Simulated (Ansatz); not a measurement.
CH$_{6}$AlSi, SMILES `[CH3][Al][SiH3]` radical. Total charge 0; spin multiplicity 2. The geometry is a stationary point of PBE0-D4/def2-TZVP.

```xyz
9

C    -1.491    0.046   -1.288
Al   -0.895    0.437    0.547
Si    1.433   -0.032    1.277
H    -0.687   -0.365   -1.905
H    -1.869    0.952   -1.774
H    -2.318   -0.671   -1.278
H     2.081    1.229    1.744
H     2.325   -0.629    0.237
H     1.422   -0.967    2.440
```

**Question.** What is the dipole moment at r2SCAN/def2-TZVPP? (Best estimate.)

**Answer.** The calculation gave: 1.22 D, with components (-0.94, 0.03, -0.78) D in this frame, pointing from negative to positive charge.

**Question.** And with PBE, B3LYP, ωB97M-V? (Best estimate.)

**Answer.** The calculation gave: PBE 1.22 D, B3LYP 1.21 D, ωB97M-V 1.29 D.

**Question.** Give the Mulliken charges with r2SCAN, B3LYP, ωB97M-V in def2-TZVPP. (An estimate is asked.)

**Answer.** Ansatz gave: 
| atom | r2SCAN | B3LYP | ωB97M-V |
| --- | --- | --- | --- |
| C1 | -0.38 | -0.42 | -0.49 |
| Al2 | 0.35 | 0.29 | 0.30 |
| Si3 | 0.02 | 0.04 | -0.06 |
| H4 | 0.08 | 0.10 | 0.12 |
| H5 | 0.07 | 0.09 | 0.11 |
| H6 | 0.07 | 0.09 | 0.11 |
| H7 | -0.07 | -0.06 | -0.03 |
| H8 | -0.07 | -0.06 | -0.03 |
| H9 | -0.07 | -0.06 | -0.03 |

B3LYP here is the variant with VWN-RPA as its local correlation; programs differ in this.
